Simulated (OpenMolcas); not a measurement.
Li2 (lithium dimer): methods side by side

Li2 has 2 atoms, charge 0, and is taken as a singlet. As SMILES, `[Li][Li]`. The bond length is the measured one.

| atom | x (Å) | y (Å) | z (Å) |
| --- | --- | --- | --- |
| Li | 0.0000 | 0.0000 | 0.0000 |
| Li | 0.0000 | 0.0000 | 2.6729 |

Quantity: the energy change with the Li1–Li2 bond stretched from 2.673 to 5.346 Å, in eV. The values are calculated.

| level | kind | program | value (eV) | less FCI/3-21G | CPU time (all runs) |
| --- | --- | --- | --- | --- | --- |
| SVWN5/3-21G (restricted) | LDA | OpenMolcas | 1.03 | +0.22 | 4.2 s |
| PBE/3-21G (restricted) | GGA | OpenMolcas | 1.02 | +0.21 | 4.3 s |
| r2SCAN/3-21G (restricted) | meta-GGA | OpenMolcas | 1.05 | +0.24 | 5.5 s |
| B3LYP/3-21G (restricted) | global hybrid | OpenMolcas | 1.10 | +0.29 | 4.3 s |
| B2PLYP/3-21G (restricted) | double hybrid | OpenMolcas | 1.07 | +0.26 | 4.2 s |
| MP2/3-21G (restricted) | perturbation theory | OpenMolcas | 1.07 | +0.26 | 2.8 s |
| MRCI(2,8)/3-21G | multireference | OpenMolcas | 0.81 | 0.00 | 7.9 s |
| ACPF/3-21G (restricted) | coupled cluster or CI | OpenMolcas | 0.36 | -0.45 | 2.8 s |
| CCSD(T)/3-21G (restricted) | coupled cluster or CI | OpenMolcas | 0.80 | -0.01 | 3.7 s |
| FCI/3-21G | exact in the basis | OpenMolcas | 0.81 | 0.00 | 20 s |

FCI/3-21G is exact within its basis and frozen core, so for wave-function methods in that basis the difference is their error; functionals converge differently with the basis, so for them it is only a difference. The first shape isn't each level's own minimum. The values span 0.36 to 1.10 eV. All rows use very small basis sets, so even the best lies far from the true value. Times are those of the runs behind each value, whatever else they computed, on shared processors of several kinds: orders of magnitude only.
